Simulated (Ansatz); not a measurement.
Process, species as SMILES: C(C)[CH]C → 4 C atom + 9 H atom
B3LYP-D3(BJ)/def2-TZVP geometries, fixed; electronic energies without zero-point terms.

Core correlation in the atomisation energy at CCSD(T) with Ansatz (a first-principles code), in kcal/mol: frozen core against all electrons. Core-valence sets carry the plain set on hydrogen. Species with rotatable bonds are taken in one conformer. Open shells are unrestricted.

```tsv
basis	functions, most	frozen core
cc-pVDZ	101	1117.34
cc-pCVDZ	117	1118.11
cc-pVTZ	246	1169.72
cc-pCVTZ	298	1169.62
cc-pwCVTZ	298	1170.25
cc-pVQZ	490	1183.69
```

Q: How large is the core term in each set?

A: The largest core-valence set, cc-pwCVTZ, gives a core term of 4.49 kcal/mol; the valence set cc-pVQZ, which lacks functions for the core, gives 10.52. By row: cc-pVDZ 3.30, cc-pCVDZ 2.99, cc-pVTZ 19.15, cc-pCVTZ 4.09, cc-pwCVTZ 4.49, cc-pVQZ 10.52.
